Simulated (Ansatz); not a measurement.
Kohn–Sham single points on `CC1=CO1`.

```yaml
crystal:
  periodic: [false, false, false]
  atoms:
    - {symbol: C, position_ang: [-0.357447, 0.860876, -0.456152]}
    - {symbol: C, position_ang: [0.218590, -0.250604, 0.312734]}
    - {symbol: C, position_ang: [-0.015718, -1.505827, 0.750804]}
    - {symbol: O, position_ang: [1.274200, -0.254353, 1.019692]}
    - {symbol: H, position_ang: [-1.274614, 0.562122, -0.960941]}
    - {symbol: H, position_ang: [-0.559068, 1.699712, 0.214800]}
    - {symbol: H, position_ang: [0.381061, 1.196067, -1.188629]}
    - {symbol: H, position_ang: [0.425095, -2.365191, 0.251893]}
basis:
  gaussian: {orbitals: def2-TZVPP}
hamiltonian: {xc: {name: BLYP}, dispersion: d4}
output: {orbitals: {seedname: orbitals}}
```

```sh
$ ansatz run in.yaml --threads 2 --pin off --events-out ev --progress --plain --max-ram 4352MiB
```

It prints (some lines left out):

```
Functional definition: BLYP
927 factors; their error is unknown
mean field evaluation 1: about -5210.5800 eV, gradient 6.5e1 eV
mean field evaluation 2: about -5196.6710 eV, gradient 9.9e1 eV
mean field evaluation 4: about -5219.9715 eV, gradient 6.5e0 eV
mean field evaluation 8: about -5220.0782 eV, gradient 1.4e-1 eV
mean field evaluation 16: about -5220.0502 eV, gradient 1.5e-4 eV
mean field -5220.05024461 eV, -191.8333082123 hartree, gradient 5.0e-5 eV, S^2 0.000000; 0 other end points of the search recorded, 0 dependent functions left out
reference -5220.05056560 eV, -191.8333200085 hartree; 15, 15 occupied and 165, 165 virtual orbitals, 927 factors
Total energy: -5220.31257652 eV, -191.8429487320 hartree
```

Run time 1.6 s (2 threads of an Arm Neoverse V1 on a shared host); peak host memory 0.16 GiB.

With the line `hamiltonian: {xc: {name: r2SCANh}, dispersion: d4}` (abridged; 3.4 s):

```
Functional definition: r2SCANh
mean field evaluation 16: about -5218.1760 eV, gradient 1.3e-5 eV
mean field -5218.17602715 eV, -191.7644319909 hartree, gradient 1.3e-5 eV, S^2 0.000000
Total energy: -5218.20480547 eV, -191.7654895749 hartree
```

With the line `hamiltonian: {xc: {name: B97M-V}}` (abridged; 7.5 s):

```
Functional definition: B97M-V
mean field evaluation 16: about -5221.0379 eV, gradient 4.0e-4 eV
mean field -5221.03792487 eV, -191.8696047922 hartree, gradient 3.8e-5 eV, S^2 0.000000
Total energy: -5221.03797418 eV, -191.8696066044 hartree
```

The same input with `hamiltonian: {xc: {name: r2SCAN0}, dispersion: d4}` (abridged; 3.6 s):

```
Functional definition: r2SCAN0
mean field evaluation 16: about -5217.6362 eV, gradient 5.2e-5 eV
mean field -5217.63616718 eV, -191.7445925031 hartree, gradient 2.2e-5 eV, S^2 0.000000
Total energy: -5217.66780203 eV, -191.7457550623 hartree
```

Changing it to `hamiltonian: {xc: {name: LC-wPBE}}` (abridged; 2.1 s):

```
Functional definition: LC-wPBE
mean field evaluation 16: about -5217.7390 eV, gradient 8.1e-4 eV
mean field -5217.73901271 eV, -191.7483720064 hartree, gradient 8.8e-5 eV, S^2 0.000000
Total energy: -5217.73901271 eV, -191.7483720066 hartree
```

With the line `hamiltonian: {xc: {name: wB97X-V}}` (abridged; 6.5 s):

```
Functional definition: wB97X-V
mean field evaluation 16: about -5219.6617 eV, gradient 5.0e-4 eV
mean field -5219.66165275 eV, -191.8190277249 hartree, gradient 3.0e-5 eV, S^2 0.000000
Total energy: -5219.66165110 eV, -191.8190276643 hartree
```
